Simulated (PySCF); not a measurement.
**Working out the ionisation energy of C**

C [He] 2s2 2p2 (3P) → C⁺ [He] 2s2 2p1 (2P). Computed with PySCF 2.14 in aug-cc-pVDZ, with the non-relativistic Hamiltonian (point nucleus). Frozen: 1s2. Energies in hartree (1 hartree = 27.21139 eV):

```
            part   C (lower)  C⁺ (upper)
             UHF  -37.687763  -37.290253
CCSD correlation   -0.075841   -0.067257
             (T)   -0.001261   -0.000686
```

Q: What does Hartree-Fock give?

A: (-37.290253) − (-37.687763) = 0.397510 hartree = 10.817 eV.

Q: What do CCSD and CCSD(T) give?

A: The CCSD correlation energies differ by 0.008584 hartree = 0.234 eV and the triples by 0.000575 hartree = 0.016 eV, so CCSD gives 11.051 eV and CCSD(T) 11.067 eV.

Measured between the centres of the two terms (NIST): 11.262 eV, so CCSD(T) (valence) is off by -0.195 eV.

A double-zeta basis recovers only part of the correlation energy.

What remains against the reference includes basis incompleteness, the frozen core and higher excitations.
